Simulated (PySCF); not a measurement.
# formate(1-): 4 charge schemes on one density

Formate(1-), CHO2 (charge -1).
Z-matrix (Å and degrees, PBE0-D3(BJ)/def2-SVP geometry), rows numbered from 1:
```
O 
C   1  1.2424
O   2  1.2423  1  131.31
H   2  1.1677  1  114.36  3  -179.97
```

Density: PBE0/pcSseg-1 (PySCF); schemes: Mulliken, IAO, Hirshfeld and ESP-fitted. Isolated species at its PBE0-D3(BJ)/def2-SVP geometry, gas phase. The pcSseg-1 basis has no diffuse functions, a weakness for an anion.

Q: Atoms with like bonding are taken together and averaged. Which atoms carry the lowest charge in the Mulliken, IAO, Hirshfeld and ESP-fitted schemes?

A: All schemes agree: Mulliken O1/O3 (-0.596); IAO O1/O3 (-0.668); Hirshfeld O1/O3 (-0.469); ESP-fitted O1/O3 (-0.755).

Q: At which atom do the 4 schemes differ most?

A: At C2: from +0.020 (Hirshfeld) to +0.725 e (ESP-fitted), 0.705 e apart.

Q: Do the Mulliken, IAO, Hirshfeld and ESP-fitted schemes agree on where the charge is highest?

A: All schemes agree: Mulliken C2 (+0.326); IAO C2 (+0.401); Hirshfeld C2 (+0.020); ESP-fitted C2 (+0.725).

Q: Tabulate the Mulliken, IAO, Hirshfeld and ESP-fitted charges.

A: In e; atoms taken as equivalent share a row and are averaged (×n: the atom named and its like, n in all):

```tsv
atom	environment	Mulliken	IAO	Hirshfeld	ESP-fitted
O1/O3	carboxylate oxygen	-0.596	-0.668	-0.469	-0.755
C2	carboxylate carbon	+0.326	+0.401	+0.020	+0.725
H4	formyl hydrogen	-0.135	-0.066	-0.082	-0.214
```

Mean size of the charges over all atoms: ESP-fitted 0.612 e, IAO 0.451 e, Mulliken 0.413 e, Hirshfeld 0.260 e. Each set sums to the total charge, -1, to within 0.001 e. The IAO scheme projects the occupied orbitals on a minimal set of polarised atomic orbitals and counts the electrons in each atom's part of it.

Q: How many electrons does the ESP-fitted scheme count on C2?

A: Z − q = 6 − (+0.725) ≈ 5.276.

Q: Sum the charges by element, for elements with more than one atom.

A: 
```json
{"element": "O", "atoms": "2", "Mulliken": "-1.191", "IAO": "-1.335", "Hirshfeld": "-0.938", "ESP-fitted": "-1.511"}
```
